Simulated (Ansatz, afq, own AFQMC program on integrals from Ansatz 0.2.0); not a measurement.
AFQMC on a folder of integrals that Ansatz 0.2.0 wrote.

```yaml
crystal:
  periodic: [false, false, false]
  atoms:
    - {symbol: N, position_ang: [0.000000, 0.000000, 0.000000]}
basis:
  gaussian: {orbitals: cc-pVTZ}
magnetization: {spin_polarized: true, initial_magnetization: 3}
correlation: {method: ccsd_t, electrons: outside_noble_gas, hamiltonian_folder: ham}
```

```sh
$ ansatz run in.yaml --threads 1 --pin off --events-out ev --progress --plain --max-ram 15360MiB --backend cuda --devices 0, --max-vram 18GiB
```

Options of the walk:

```
--method free --trial cisd --walkers 4000 --time-step 0.03 --max-blocks 4000 --target-error 0.00017 --factor-cut 1e-05 --seed 3477 --times 0,0.3,0.6,1.2,1.8,2.4,3.6,4.8,6 --taylor-order 8
```

Times are imaginary, in 1/Eh. The walk had a cap of 61 s.

Log:

```
orbitals 29  electrons 4 1  factors 175 of 175
reference energy -54.40068601 Eh
CCSD correlation -0.11174539 Eh in 8 cycles, weight of the determinant in the CISD state 0.9645
repeat  energy at the last time / Eh  error
    10  -54.515166  0.000036
    20  -54.515102  0.000032
    30  -54.515107  0.000024
time / (1/Eh)  energy / Eh  error  mean overlap
  0.00  -54.512429  0.000002  1.0367
  0.30  -54.514572  0.000009  1.0363
  0.60  -54.514923  0.000010  1.0345
  1.20  -54.515035  0.000010  1.0333
  1.80  -54.515085  0.000015  1.0290
  2.40  -54.515069  0.000017  1.0275
  3.60  -54.515079  0.000017  1.0244
  4.80  -54.515105  0.000023  1.0174
  6.00  -54.515110  0.000023  1.0091
energy -54.515110 +/- 0.000023 Eh
```

The run passed its tests (error under three times the target), which doesn't prove that it has relaxed.

Against this walk (error 0.6 meV) on the same determinant: CCSD(T) 11.0 meV higher, CCSDT(Q) 1.2 meV higher (within the noise), CCSDTQ 1.1 meV higher (within the noise), full CI 1.1 meV higher (within the noise). The error is statistical, and a free projection of finite length keeps a remainder of its start.

Cautions: remainder of the start not in the error.

The walk took 19 s on 1 × NVIDIA H100 80GB HBM3 with 2 threads of AMD EPYC 7R13 Processor (Zen 3), with other jobs on the host (the card was shared). The log's last line is the free-projection energy.

CCSDT and higher add their correlation energy to the determinant of the CCSD(T) run, since their own runs factorise the integrals more tightly (a shift of under 2 meV). A walk keeps the symmetry of its determinant, which the program's search chose and which needn't be the lowest solution, so a lower state of the same spin and another symmetry isn't excluded.
